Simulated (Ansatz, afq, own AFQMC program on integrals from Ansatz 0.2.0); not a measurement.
## CHB, triplet in cc-pVDZ, levels against CCSDTQ

```csv
atom,x (Å),y (Å),z (Å)
B,0.0000,0.0000,0.0901
C,0.0000,0.0000,-1.3588
H,0.0000,0.0000,1.2688
```

Connectivity, by distances: BH–C.

Basis cc-pVDZ. Noble-gas cores (and the filled d shells of Ga–Kr and In–Xe) are frozen. Ansatz 0.2.0 and our own AFQMC program on the same integrals; the CISD trial comes from CCSD amplitudes, and released means the phaseless constraint is let go. ± is one standard error of the sampling.

Determinant: UHF, the one that the program's search chose, which needn't be the lowest solution. The geometry is a PBE0/def2-TZVP stationary point of this or a neighbouring charge and spin state.

No full CI on the walks' own integrals is used here; CCSDTQ serves as the reference and is uncertain by about the last step of the cluster series.

Cautions: the released energies have errors that jump between times, so the bars are unsure, so no released level is given (meV from the phaseless value at times in 1/Eh: -8.0 ± 1.7 at 0.24, -13.1 ± 1.0 at 0.51, -20.1 ± 1.2 at 0.99, -17 ± 7 at 1.62, -27.0 ± 1.6 at 2.40), though the last usable value meets CCSDTQ within the noise.

```
T1 diagnostic                               : 0.0147
weight of the determinant in the CISD state : 0.906
⟨S²⟩ of the determinant                     : 2.009
size of the correlated space                : 8 electrons in 31 orbitals
```

Reference: CCSDTQ, correlation energy -4.963 eV.

| level | E − E(reference) (kcal/mol) | share of correlation (%) |
| --- | --- | --- |
| HF | 114.45 | 0.00 |
| MP2 | 23.84 | 79.17 |
| CCSD | 4.55 | 96.03 |
| CCSD(T) | 1.04 | 99.09 |
| CCSDT | 0.25 | 99.78 |
| CCSDT(Q) | 0.02 | 99.99 |
| ph-AFQMC/HF | 3.03 ± 0.53 | 97.36 |
| ph-AFQMC/CISD | 0.66 ± 0.04 | 99.42 |

CCSDT and higher add their correlation energy to the determinant of the CCSD(T) run, since their own runs factorise the integrals more tightly (a shift of under 2 meV). A walk keeps the symmetry of its determinant, which the program's search chose and which needn't be the lowest solution, so a lower state of the same spin and another symmetry isn't excluded.
